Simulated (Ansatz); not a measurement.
Reaction (SMILES): S=C=S → C atom + 2 S atom
B3LYP-D3(BJ)/def2-TZVP geometries, fixed; electronic energies without zero-point terms.

How fast the atomisation energy converges with the basis for several methods (Ansatz, a program for electronic structure): deviation from each method's own reference, in kcal/mol. References: B3LYP 277.13 kcal/mol, the value in aug-cc-pV(5+d)Z; CCSD(T) 278.33 kcal/mol, Hartree-Fock in aug-cc-pV(Q+d)Z plus the correlation part extrapolated as X^-3 from aug-cc-pV(T+d)Z and aug-cc-pV(Q+d)Z; HF 164.54 kcal/mol, the value in aug-cc-pV(5+d)Z; MP2 299.20 kcal/mol, Hartree-Fock in aug-cc-pV(5+d)Z plus the correlation part extrapolated as X^-3 from aug-cc-pV(Q+d)Z and aug-cc-pV(5+d)Z; PBE 301.55 kcal/mol, the value in aug-cc-pV(5+d)Z; wB97M-V 281.05 kcal/mol, the value in aug-cc-pV(5+d)Z. Cartesian d functions, on some or all atoms, in 6-31G**, 6-311G**, 6-311+G**; all else is spherical. In correlated methods cores are frozen. Open shells are unrestricted. No added dispersion term, no relativity. Functionals ending in -V hold VV10 correlation. 

| basis | functions | B3LYP | CCSD(T) | HF | MP2 | PBE | wB97M-V |
|---|---|---|---|---|---|---|---|
| 6-31G** | 53 | -5.81 | -25.58 | -6.93 | -32.65 | -4.59 | -5.41 |
| 6-311G** | 72 | -7.33 | -24.63 | -7.41 | -30.33 | -6.56 | -8.49 |
| aug-pcseg-1 | 77 | -9.06 | -28.40 | -7.46 | -31.11 | -8.09 | -9.48 |
| 6-311+G** | 84 | -8.08 | -24.35 | -7.70 | -30.29 | -7.37 | -9.38 |
| aug-cc-pV(D+d)Z | 87 | -4.90 | -26.98 | -4.72 | -28.05 | -4.07 | -4.45 |
| 6-311++G(2d,2p) | 97 | -5.03 | -24.97 | -4.68 | -26.81 | -4.19 | -5.57 |
| pcseg-2 | 98 | -1.22 | -9.66 | -0.61 | -13.33 | -1.01 | -1.53 |
| def2-TZVP | 105 | 0.23 | -11.49 | -0.15 | -12.77 | 0.56 | 0.45 |
| cc-pV(T+d)Z | 108 | -0.46 | -12.20 | -0.57 | -13.47 | -0.12 | -0.36 |
| def2-TZVPP | 115 | 0.24 | -10.96 | -0.18 | -12.17 | 0.58 | 0.47 |
| cc-pV(5+d)Z | 291 | 0.03 | -2.30 | 0.02 | -3.24 | 0.07 | 0.08 |
| pcseg-4 | 311 | 0.07 | -2.26 | 0.29 | -3.17 | -0.01 | 0.19 |

Mean absolute deviation over 6-311G**, 6-311+G**, 6-311++G(2d,2p), pcseg-2, def2-TZVP, cc-pV(T+d)Z, def2-TZVPP: PBE 2.91, HF 3.05, B3LYP 3.23, wB97M-V 3.75, CCSD(T) 16.90, MP2 19.88 kcal/mol.
